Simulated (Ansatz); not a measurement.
**AlO (quartet): the correlation ladder, cc-pVTZ**

One table from this session's results is given with a row withheld; the runs are named, their logs left out.

Method: cc-pVTZ, core rule «outside noble gas», up to 6 orbitals frozen; program: Ansatz 0.2.0, Gaussian basis.

To be run: UHF; CCSD(T) on ROHF; CCSD(T) on UHF; BCCD(T) on ROHF; CISD; CCSDT(Q) on ROHF; CCSDT(Q) on UHF.

24 further runs of the same task are left out: 8 for a known fault of the program, 7 that didn't finish, 9 set aside as unsound or not needed.

### What is computed

The geometry is a PBE0/def2-TZVP stationary point (not a proven minimum).

2 atoms, charge 0, spin multiplicity 4.

Atoms are counted from 1 here; the program's logs count them from 0.

Bond lengths: Al1–O2 1.784 Å.

Set-up of the first run:

in.yaml

```yaml
crystal:
  periodic: [false, false, false]
  atoms:
    - {symbol: Al, position_ang: [0.000000, 0.000000, 0.000000]}
    - {symbol: O, position_ang: [0.000000, 0.000000, 1.784100]}
basis:
  gaussian: {orbitals: cc-pVTZ}
magnetization: {spin_polarized: true, initial_magnetization: 3}
hamiltonian: {xc: hf}
output: {orbitals: {seedname: orbitals}}
```

The run is started by

```console
ansatz run in.yaml --threads 1 --pin off --events-out ev --progress --plain --max-ram 2393MiB
```

Steps of the session up to this table: UHF; CCSD(T) on ROHF; CCSD(T) on UHF; BCCD(T) on ROHF; CISD; CCSDT(Q) on ROHF; CCSDT(Q) on UHF.

One of the session's tables, all rows but one given; the rest of the session is left out.

It belongs to the step «Misses and costs». 

```
   method  from RCCSDT(Q) (meV)
     ROHF               +6789.0
      UHF               +6632.2
     RMP2                     ?
     UMP2                +778.1
     CISD                +627.6
    RCCSD                +367.1
    UCCSD                +361.0
 RCCSD(T)                +137.0
 UCCSD(T)                +135.5
  BCCD(T)                +138.9
   RCCSDT                 +52.7
   UCCSDT                 +52.4
RCCSDT(Q)                     0
UCCSDT(Q)                  -1.6
```

Estimate the missing values for RMP2.

The run gave: from RCCSDT(Q) (meV): +773.1. In the column «from RCCSDT(Q) (meV)» it lies between CISD (+627.6) and UMP2 (+778.1).

With the free atoms at the same levels and basis (separate runs), the atomisation energy is 1.606 eV at RCCSDT(Q), 1.492 eV at RCCSD(T), 1.490 eV at UCCSD(T), 0.942 eV at ROHF.

Limits of these values: Restricted and unrestricted rows rest on different reference determinants; where their highest levels disagree by more than a few hundredths of an eV, they describe different states and don't form one ladder.
